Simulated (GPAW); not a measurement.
# UPBE-D3(BJ)/real-space grid (scalar-relativistic datasets) run of C2H5O (ethoxy radical)

We compute the charge distribution of C2H5O (ethoxy radical). 

The calculation is run with GPAW 26.7.0.

6 further runs of the same task are left out: 1 that didn't finish, 5 set aside as unsound or not needed. Runs told in other sessions of the task aren't counted.

## (1) The molecule

C2H5O has 8 atoms, charge 0, and is taken as a doublet. SMILES: `CC[O]`. The shape is that of a PBE0-D4/def2-TZVP optimisation.

Bond lengths: C1–C2 1.515 Å, C2–O3 1.356 Å, C1–H4 1.093 Å, C1–H5 1.092 Å, C1–H6 1.092 Å, C2–H7 1.108 Å, C2–H8 1.108 Å. Some angles: C1–C2–O3 115.9°, C1–C2–H7 111.7°, C1–C2–H8 111.7°, O3–C2–H7 107.2°, O3–C2–H8 107.0°, C2–C1–H4 110.8°, C2–C1–H5 110.5°, C2–C1–H6 110.5°, H7–C2–H8 102.4°, H4–C1–H5 108.4°.

## (2) The charge distribution at UPBE-D3(BJ)/real-space grid (scalar-relativistic datasets)

File gs.py:

```python
import numpy as np
from ase import Atoms
from ase.calculators.mixing import SumCalculator
from ase.units import Debye
from dftd3.ase import DFTD3
from gpaw import GPAW
from gpaw.analyse.hirshfeld import HirshfeldPartitioning

# Geometry
system = Atoms(['C', 'C', 'O', 'H', 'H', 'H', 'H', 'H'],
    positions=[[ -0.448800,   0.594100,  -0.264500],
               [  0.392800,  -0.560600,   0.239800],
               [  1.676500,  -0.263400,   0.560000],
               [ -1.464700,   0.263300,  -0.495200],
               [ -0.010900,   1.018500,  -1.170000],
               [ -0.505800,   1.382200,   0.488700],
               [  0.422200,  -1.394700,  -0.489000],
               [ -0.061300,  -1.039300,   1.130100]])
system.set_cell([11.0, 11.0, 11.0])
system.center()
system.set_initial_magnetic_moments([1.0, 0.0, 0.0, 0.0, 0.0, 0.0, 0.0, 0.0])

# Ground state
calculator = GPAW(mode='fd',
                  h=0.16,
                  xc='PBE',
                  occupations={'name': 'fermi-dirac', 'width': 0.0, 'fixmagmom': True},
                  maxiter=100,
                  symmetry='off',
                  legacy_gpaw=True,
                  txt='-')
system.calc = SumCalculator([DFTD3(method='PBE', damping='d3bj'), calculator])

energy = system.get_potential_energy()
print(f'Energy: {energy:.5f} eV')
forces = system.get_forces()
print('Forces (eV/Ang)')
for symbol, f in zip(system.symbols, forces):
    print(f'{symbol:2} {f[0]:9.4f} {f[1]:9.4f} {f[2]:9.4f}')
dipole = calculator.get_dipole_moment(system) / Debye
print(f'Dipole = {np.linalg.norm(dipole):.3f} D')
hirshfeld = HirshfeldPartitioning(calculator)
charges = hirshfeld.get_charges()
volumes = hirshfeld.get_effective_volume_ratios()
for symbol, q, v in zip(system.symbols, charges, volumes):
    print(f'{symbol:2} charge {q:7.3f}  volume ratio {v:6.3f}')
```

On the command line:

```console
$ python3 -u gs.py | tee gs.out
```

Q: Predict the results. Wanted: energy as printed; dipole moment; HOMO energy; LUMO energy; dispersion energy; largest force on an atom.

Computed results:

At UPBE-D3(BJ)/real-space grid (scalar-relativistic datasets):

| quantity | value |
| --- | --- |
| energy as printed (from the program's reference atoms) | -41.5769 eV |
| dipole moment | 2.26 D |
| HOMO energy (highest over α and β) | -5.96 eV |
| LUMO energy (lowest over α and β) | -5.23 eV |
| dispersion energy | -9.82 kJ/mol |
| largest force on an atom | 0.562 eV/Å |

What this shows: The largest force is 0.56 eV/Å: the shape isn't a stationary point for this species at this level.
